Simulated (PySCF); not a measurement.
# Potential energy of BS⁻ along the bond

Set-up: PySCF, spin-free X2C with a Gaussian nucleus, basis sets B aug-cc-pVDZ-DK, S aug-cc-pVDZ-DK. Energies in eV from B + S⁻ in their ground configurations at the same level. State: ¹Σ⁺ (singlet), closed shell.

```json
{"R (Å)": "1.464", "TPSSh": "-4.487", "PBE": "-4.838", "PBEsol": "-5.153"}
{"R (Å)": "1.532", "TPSSh": "-5.205", "PBE": "-5.558", "PBEsol": "-5.866"}
{"R (Å)": "1.600", "TPSSh": "-5.611", "PBE": "-5.967", "PBEsol": "-6.267"}
{"R (Å)": "1.651", "TPSSh": "-5.762", "PBE": "-6.121", "PBEsol": "-6.416"}
{"R (Å)": "1.702", "TPSSh": "-5.813", "PBE": "-6.177", "PBEsol": "-6.467"}
{"R (Å)": "1.753", "TPSSh": "-5.786", "PBE": "-6.156", "PBEsol": "-6.441"}
{"R (Å)": "1.821", "TPSSh": "-5.662", "PBE": "-6.041", "PBEsol": "-6.318"}
{"R (Å)": "1.906", "TPSSh": "-5.405", "PBE": "-5.798", "PBEsol": "-6.067"}
{"R (Å)": "2.008", "TPSSh": "-5.010", "PBE": "-5.420", "PBEsol": "-5.680"}
{"R (Å)": "2.144", "TPSSh": "-4.415", "PBE": "-4.852", "PBEsol": "-5.097"}
```

Problem. Put a parabola through the three lowest points of the TPSSh curve and estimate Re, k and ωe (reduced mass 8.189 u; 1 eV/Å² = 0.16022 mdyn/Å; ωe = 1302.8·√(k/μ) cm⁻¹).

Solution. Through R = 1.651, 1.702, 1.753 Å the second-order coefficient is 15.0 eV/Å², so Re ≈ 1.710 Å, k ≈ 4.80 mdyn/Å and ωe ≈ 998 cm⁻¹. A polynomial fit of higher order to the unrounded TPSSh energies gives Re = 1.708 Å, k = 4.59 mdyn/Å, ωe = 976 cm⁻¹; anharmonicity and rounding make the difference.

The higher-order fit for each curve: TPSSh: Re = 1.708 Å, ωe = 976 cm⁻¹, De = 5.81 eV; PBE: Re = 1.712 Å, ωe = 959 cm⁻¹, De = 6.18 eV; PBEsol: Re = 1.708 Å, ωe = 968 cm⁻¹, De = 6.47 eV.

For an ion De counts to the pair picked by the measured ionisation energies or electron affinities, which need not be the lowest pair at this level. The highest Kohn–Sham level is positive in this anion. Much of that is self-interaction error, but it also means that the finite basis helps to hold the extra electron.
